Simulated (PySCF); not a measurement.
## Working with the constants of LiC

UHF-CCSD(T) constants of LiC, ⁴Σ⁻ (quartet), unpaired electrons σ ↑, π ↑↑ (basis Li aug-pcseg-1, C aug-pcseg-1; no relativity; PySCF 2.14; masses 7.0160 and 12.0000 u):

- ωe: 658.1 cm⁻¹
- ωexe: 6.14 cm⁻¹
- Be: 1.0545 cm⁻¹
- αe: 0.0169 cm⁻¹
- D (centrifugal): 1.08e-05 cm⁻¹
- De to Li + C: 2.42 eV

Task: Give the vibrational terms G(v) and spacings up to v = 6.

Result: G(v) = ωe(v+½) − ωexe(v+½)².

```csv
v,G(v) (cm⁻¹),G(v) − G(v−1),Bv (cm⁻¹)
0,328,,1.046
1,973,646,1.029
2,1607,634,1.012
3,2228,621,0.995
4,2837,609,0.978
5,3434,597,0.962
6,4018,584,0.945
```

Task: How well does the Morse estimate ωe²/(4ωexe) reproduce De, and what is D0?

Result: It gives 2.19 eV, 90 % of the computed De. D0 = De − G(0) = 2.42 − 0.04 = 2.38 eV.

Correlated steps freeze 1 core orbital. Correlated levels converge slowly with the basis: in double zeta they bind strong bonds too weakly, by up to about 1 eV, and carry superposition errors of some tenths. The state is the lowest determinant that a PBE0 search found; another state may lie lower at other levels.
